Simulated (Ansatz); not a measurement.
Consider the atomization: `CCC(C)CS` → 5 C• + 12 H• + S•.

Computed with Ansatz on PBE0-D4/def2-TZVP structures; ΔE is electronic, products minus reactants. CCSD(T)/CBS is the MP2 limit (def2-TZVPP, def2-QZVPP) plus CCSD(T) − MP2 in def2-TZVPP, frozen cores. This one scheme is used for every species, atoms too. Functionals use def2-TZVPP. Open shells (•) are unrestricted, without spin–orbit coupling. Spin–orbit coupling would lower the free atoms: a little for C, S. One conformer a species, not always the lowest.

`CCC(C)CS`:

```xyz
18

C    -1.071   -0.268    1.889
C    -0.131   -0.739    0.793
C     0.011    0.236   -0.372
C     0.708    1.526    0.039
C     0.771   -0.390   -1.538
S    -0.031   -1.808   -2.331
H    -1.173   -1.026    2.668
H    -0.719    0.648    2.371
H    -2.069   -0.070    1.489
H    -0.486   -1.695    0.399
H     0.866   -0.927    1.213
H    -0.997    0.487   -0.729
H     1.721    1.320    0.399
H     0.787    2.221   -0.801
H     0.169    2.037    0.839
H     0.988    0.359   -2.302
H     1.734   -0.778   -1.193
H    -1.079   -1.134   -2.832
```

CCSD(T)/CBS gives +1654.5 kcal/mol.

Problem. Another level gave +1619.3 kcal/mol. Which?
A. MP2/def2-TZVPP
B. B97M-V/def2-TZVPP
C. BHLYP-D4/def2-TZVPP
D. PBE0-D4/def2-TZVPP

Solution. C. BHLYP-D4 1619.3, PBE0-D4 1665.3, B97M-V 1658.7, MP2/def2-TZVPP 1632.4 kcal/mol.

Largest T1 diagnostic among the species: 0.010.

From r2SCAN to r2SCAN0 (25 % exact exchange), in def2-TZVPP and without D4, ΔE moves by −13.4 kcal/mol: exact exchange takes away binding that semilocal exchange gives to molecules. The D4 term adds +14.8 kcal/mol with B3LYP and +7.9 kcal/mol with PBE0; it sums over pairs of atoms, weighted by their polarisabilities, and B3LYP, whose exchange is more repulsive, gets the larger term. At CCSD(T), def2-SVP lies −65.9 kcal/mol from the extrapolated value and def2-TZVPP −35.4 kcal/mol: correlation converges slowly with the basis, and small sets miss more of it in the bonded molecule than in its fragments.

B3LYP here is the variant with VWN-RPA as its local correlation; programs differ in this.

For atomizations the MP2-based limit and the directly extrapolated one differ by several kJ/mol either way, and by 10 to 25 for some Ge, Se and Sn compounds, so smaller differences from it don't rank the levels.
